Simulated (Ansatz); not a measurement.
A made-up structure of CH2BN, singlet:

```
5
angstrom
B -0.7422 1.2232 -0.3167
C 0.4596 0.3801 0.1237
N -0.5303 -0.3666 -0.1474
H -0.5940 -1.3836 -0.1031
H 1.4517 0.2062 0.4541
```

It is relaxed with PBE-D4/def2-SVP and then PBE0-D4/def2-TZVP (Ansatz 0.2.0). Atoms count as bonded within 1.22 times the sum of their covalent radii (H–H: 0.88 Å). The end point is not checked to be a true minimum.

(1) Does its bonding change? (Judge from chemistry; the calculation decides.)

Answers

(1) Computed: No: no bond forms or breaks.

Where it ends: The first stage lowers the energy by 0.16 eV in 8 steps. It ends as CH₂BN ([B]1[CH][NH]1):
```xyz
5
angstrom
B -0.8493 1.1474 -0.3463
C 0.5083 0.4237 0.1366
N -0.4801 -0.3253 -0.1338
H -0.6363 -1.3297 -0.1202
H 1.5023 0.1433 0.4744
```

Labels in which every atom is bracketed show which atoms are joined, not bond orders.

For scale, one of the runs: PBE0-D4/def2-TZVP relaxation, 105 basis functions, launched by `ansatz run in.yaml --threads 2 --pin off --events-out ev --progress --plain --max-ram 4352MiB`. The run took about 9 s on 2 CPU threads of an Arm Neoverse V2 (shared host).
